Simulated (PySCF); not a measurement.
formaldehyde cation (CH₂O), SMILES O=C (connectivity only; charge and spin as stated), charge +1, multiplicity 2.

Coordinates come from a B3LYP-D3(BJ)/def2-TZVPD optimisation. The spin state was assumed, not searched.

These are M06-2X/def2-TZVPD in PySCF values and carry that method's errors.

Isolated molecule, no solvent.

**Question.** Estimate the frontier levels, dipole moment and polarisability. (The exact figures need the calculation; the answer reports its results.)

**Answer.** 
* **α spin, highest occupied and lowest empty level**: -20.69 and -9.09 eV
* **β spin, highest occupied and lowest empty level**: -23.02 and -12.55 eV
* **dipole moment about the centre of nuclear charge**: 3.12 D
* **mean static polarisability**: 12.7 bohr³ (1.88 Å³)
* **polarisability, principal values**: 8.8, 12.1, 17.1 bohr³
* **⟨S²⟩**: 0.762 (pure state 0.75)
